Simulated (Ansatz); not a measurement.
Rock-salt RbBr, treated with r²SCAN in Ansatz (PAW).

A relaxed, unreconstructed slab of the (110) face has 16 atoms, two equal faces of 33.912 Å² each and an energy of -48597.6993 eV. A bulk cell of 4 atoms with the same orientation and in-plane k mesh has -12149.6660 eV. Energies are extrapolated to zero smearing.

Settings: plane-wave cutoff 500 eV, 4×6×1 k mesh (along the axes of the cell as run), gaussian smearing 0.02 eV, scalar-relativistic PAW data made under PBE.

Worked out: γ = (E_slab − N E_bulk per atom)/2A = [-48597.6993 − 16 × (-12149.6660/4)]/(2 × 33.912) = 0.0142 eV/Å². With 16.022 J/m² per eV/Å² this is 0.23 J/m², or 0.48 eV per surface cell and face.

Ansatz is a first-principles code.
